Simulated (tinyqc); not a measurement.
Worked calculation: UHF in the sto-3g basis, for LiH, spin multiplicity 3. One step of it, computed by the program tinyqc.

Problem. Orthogonalisation. S = U s U^T; symmetric (Loewdin) form X = U s^(-1/2) U^T, so that X^T S X = 1.

overlap S:
```
           1Li 1s    1Li 2s   1Li 2px   1Li 2py   1Li 2pz     2H 1s
1Li 1s   1.000000  0.241137  0.000000  0.000000  0.000000  0.102630
1Li 2s   0.241137  1.000000  0.000000  0.000000  0.000000  0.446314
1Li 2px  0.000000  0.000000  1.000000  0.000000  0.000000  0.000000
1Li 2py  0.000000  0.000000  0.000000  1.000000  0.000000  0.000000
1Li 2pz  0.000000  0.000000  0.000000  0.000000  1.000000  0.544445
2H 1s    0.102630  0.446314  0.000000  0.000000  0.544445  1.000000
```

Give: eigenvalues of S; X.

Solution.

eigenvalues of S: 0.2940  0.7961  1.0000  1.0000  1.1595  1.7504

X:
```
          1Li 1s   1Li 2s  1Li 2px  1Li 2py  1Li 2pz    2H 1s
1Li 1s    1.0230  -0.1226   0.0000   0.0000   0.0032  -0.0127
1Li 2s   -0.1226   1.1435   0.0000   0.0000   0.1477  -0.3384
1Li 2px   0.0000   0.0000   1.0000   0.0000   0.0000   0.0000
1Li 2py   0.0000   0.0000   0.0000   1.0000   0.0000   0.0000
1Li 2pz   0.0032   0.1477   0.0000   0.0000   1.1807  -0.4146
2H 1s    -0.0127  -0.3384   0.0000   0.0000  -0.4146   1.3024
```
